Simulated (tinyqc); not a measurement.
Worked calculation: LCCD on RHF in the sto-3g basis, for HF, spin multiplicity 1. One step of it, computed by the program tinyqc.

Task: Orthogonalisation. S = U s U^T; symmetric (Loewdin) form X = U s^(-1/2) U^T, so that X^T S X = 1.

overlap S:
```
           1F 1s     1F 2s    1F 2px    1F 2py    1F 2pz     2H 1s
1F 1s   1.000000  0.237990  0.000000  0.000000  0.000000  0.030429
1F 2s   0.237990  1.000000  0.000000  0.000000  0.000000  0.324963
1F 2px  0.000000  0.000000  1.000000  0.000000  0.000000  0.000000
1F 2py  0.000000  0.000000  0.000000  1.000000  0.000000  0.000000
1F 2pz  0.000000  0.000000  0.000000  0.000000  1.000000  0.275304
2H 1s   0.030429  0.324963  0.000000  0.000000  0.275304  1.000000
```

Give: eigenvalues of S; X.

Result:

eigenvalues of S: 0.544  0.848  1.000  1.000  1.129  1.480

X:
```
         1F 1s   1F 2s  1F 2px  1F 2py  1F 2pz   2H 1s
1F 1s    1.023  -0.129   0.000   0.000  -0.004   0.017
1F 2s   -0.129   1.070   0.000   0.000   0.040  -0.188
1F 2px   0.000   0.000   1.000   0.000   0.000   0.000
1F 2py   0.000   0.000   0.000   1.000   0.000   0.000
1F 2pz  -0.004   0.040   0.000   0.000   1.033  -0.156
2H 1s    0.017  -0.188   0.000   0.000  -0.156   1.079
```
